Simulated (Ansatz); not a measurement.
Potential energy curve for HF, singlet.

Computed with: UHF/cc-pVDZ (Ansatz, an electronic-structure program); RHF/cc-pVDZ (Ansatz); UKS-PBE = Ansatz with unrestricted PBE/cc-pVDZ; RKS-PBE = restricted PBE/cc-pVDZ (Ansatz); UKS-PBE0 = unrestricted PBE0/cc-pVDZ run with Ansatz; RKS-PBE0 = restricted PBE0/cc-pVDZ run with Ansatz.

Scanned distances (Å): 0.64, 0.69, 0.74, 0.77, 0.81, 0.83, 0.86, 0.89, 0.92, 0.95, 1.00, 1.04, 1.11, 1.18, 1.28, 1.40, 1.54, 1.75, 1.92, 2.19, 2.58, 2.99.

Where does the unrestricted solution first break spin symmetry (<S²> of 0.01 or more)?

UHF: between 1.28 and 1.40 Å; UKS-PBE: between 1.54 and 1.75 Å; UKS-PBE0: between 1.54 and 1.75 Å.

```
R / Å  <S²> UHF  E(RHF) − E(UHF) / kJ/mol  <S²> UKS-PBE  E(RKS-PBE) − E(UKS-PBE) / kJ/mol  <S²> UKS-PBE0  E(RKS-PBE0) − E(UKS-PBE0) / kJ/mol
-----  --------  ------------------------  ------------  --------------------------------  -------------  ----------------------------------
0.64       0.00                       0.0          0.00                               0.0           0.00                                 0.0
0.69       0.00                       0.0          0.00                               0.0           0.00                                 0.0
0.74       0.00                       0.0          0.00                               0.0           0.00                                 0.0
0.77       0.00                       0.0          0.00                               0.0           0.00                                 0.0
0.81       0.00                       0.0          0.00                               0.0           0.00                                 0.0
0.83       0.00                       0.0          0.00                               0.0           0.00                                 0.0
0.86       0.00                       0.0          0.00                               0.0           0.00                                 0.0
0.89       0.00                       0.0          0.00                               0.0           0.00                                 0.0
0.92       0.00                       0.0          0.00                               0.0           0.00                                 0.0
0.95       0.00                       0.0          0.00                               0.0           0.00                                 0.0
1.00       0.00                       0.0          0.00                               0.0           0.00                                 0.0
1.04       0.00                       0.0          0.00                               0.0           0.00                                 0.0
1.11       0.00                       0.0          0.00                               0.0           0.00                                 0.0
1.18       0.00                       0.0          0.00                               0.0           0.00                                 0.0
1.28       0.00                       0.0          0.00                               0.0           0.00                                 0.0
1.40       0.36                      18.9          0.00                               0.0           0.00                                 0.0
1.54       0.63                      77.2          0.00                               0.0           0.00                                 0.0
1.75       0.83                     184.9          0.12                               0.8           0.43                                21.7
1.92       0.91                     269.6          0.43                              14.6           0.63                                55.4
2.19       0.97                     386.9          0.67                              48.7           0.81                               112.6
2.58       0.99                     516.8          0.82                              93.3           0.93                               182.4
2.99       1.00                     611.3          0.89                             125.3           0.98                               234.1
```
